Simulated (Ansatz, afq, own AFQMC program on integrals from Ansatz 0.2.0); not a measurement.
**Atomization energy of BH3O, singlet**

```xyz
5

B     0.0000    0.0591    0.7405
O     0.0000   -0.0998   -0.5978
H     0.0000    1.1582    1.2267
H     0.0000   -0.9374    1.4021
H     0.0000    0.7297   -1.0823
```

Connectivity, by distances: BH2–OH.

Atoms in their ground-state spins without spin–orbit coupling (mostly on UHF) minus the molecule (RHF), without zero-point energy. The geometry is a stationary point, not shown to be a minimum.

Basis cc-pVDZ. Noble-gas cores (and the filled d shells of Ga–Kr and In–Xe) are frozen. Ansatz 0.2.0 and our own AFQMC program on the same integrals; the CISD trial comes from CCSD amplitudes, and released means the phaseless constraint is let go. Free AFQMC starts from the CCSD state and is never constrained. Its projection time is finite, and what remains of the start isn't in its error. ± is one standard error of the sampling. The errors of all members are added in quadrature.

No full CI on the walks' own integrals is used here; CCSDT(Q) serves as the reference and is uncertain by about the last step of the cluster series. Each member takes its own surest rung, up to full CI.

Errors are counted within cc-pVDZ, not against nature.

Reference (CCSDT(Q)): 17.522 eV.

```
         level  atomization energy (eV)  error against CCSDT(Q) (eV)
            HF                   13.959                       -3.563
           MP2                   17.796                        0.275
          CCSD                   17.371                       -0.151
       CCSD(T)                   17.506                       -0.015
   ph-AFQMC/HF           17.794 ± 0.085                0.272 ± 0.085
 ph-AFQMC/CISD           17.524 ± 0.013                0.003 ± 0.013
released AFQMC           17.526 ± 0.018                0.004 ± 0.018
    free AFQMC           17.538 ± 0.023                0.017 ± 0.023
```

Correlation beyond CCSD(T) adds 0.015 eV. The perturbative (T) step is worth +0.136 eV.

Free projections are given only where their last times agree within the noise and don't stop above the reference; a slow remainder of the start can still hide under it. A walk keeps the symmetry of its determinant, which the program's search chose and which needn't be the lowest solution, so a lower state of the same spin and another symmetry isn't excluded. Released energies are given only where the last usable release times agree within the noise; a slower fall can still hide under it.
